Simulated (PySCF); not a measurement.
C4H7OP.
SMILES: `C=PCC(C)=O`

Computed, not measured: TDDFT CAM-B3LYP/def2-SVPD, vertical, gas phase, core orbitals frozen in the response in PySCF. The structure is a single GFN2-xTB conformer in the gas phase; no vibrational or solvent corrections. Torsions of this conformer, `[CH2:1]=[P:2][CH2:3][C:4]([CH3:5])=[O:6]`: C1–P2–C3–C4 59°, P2–C3–C4–C5 83°.

Computed states:

```
state  E (eV)       f
   S1    4.31  0.0065
   S2    4.61  0.0054
   S3    5.38   0.087
   S4    5.75   0.069
   S5    6.31   0.010
   S6    6.70  0.0092
   S7    6.88   0.200
   S8    7.01   0.011
```

Broadening: Gaussians 0.4 eV wide at half height, area fixed by f = 4.319×10⁻⁹ ∫ε dν̃. The width is an assumption, not a result. The curve ends short of the highest state used, and states not computed would add to its high-energy end.

Task: Give the broadened spectrum and its maxima.

Result: 
E (eV), ε (L mol⁻¹ cm⁻¹) and a bar:
```
     3.71          1 
     3.83          8 
     3.95         46 
     4.06        148 #
     4.18        340 ##
     4.30        506 ##
     4.42        551 ###
     4.53        517 ##
     4.65        419 ##
     4.77        261 #
     4.89        194 #
     5.00        525 ##
     5.12       1872 #########
     5.24       4291 ####################
     5.36       6194 ##############################
     5.47       6290 ##############################
     5.59       5696 ###########################
     5.71       5382 ##########################
     5.83       4302 #####################
     5.94       2532 ############
     6.06       1090 #####
     6.18        698 ###
     6.30        782 ####
     6.41       1027 #####
```

Maxima: 281 nm (4.41 eV), ε about 550, made up of S1 (68%) and S2 (32%); 229 nm (5.42 eV), ε about 6400, made up of S3 (89%) and S4 (11%) (ε in L mol⁻¹ cm⁻¹; maxima over ε = 5, shares over 10%). At its high-energy end, 6.41 eV, the curve is still rising (ε about 1000, from S5, S6 and S7).

Task: On this curve, what absorbance would a 10⁻⁴ mol/L sample give at 222 nm over a 1 cm path?

Result: 222 nm is 5.585 eV, where ε is about 5700 L mol⁻¹ cm⁻¹, so A = ε c l ≈ 0.57 (Beer–Lambert, with the gas-phase spectrum and the assumed width).

Task: What would ε be at 5.42 eV, the highest of these maxima, with half the width (0.2 eV)?

Result: About 10400 L mol⁻¹ cm⁻¹ against 6420, a factor of about 1.6; a lone state at its own centre would give exactly 2.

Task: Coming from long wavelengths, where does ε first pass 100 L mol⁻¹ cm⁻¹?

Result: At about 308 nm (4.02 eV), 0.29 eV below S1.

Rough CPU time on one thread of a shared machine: about 60 s.
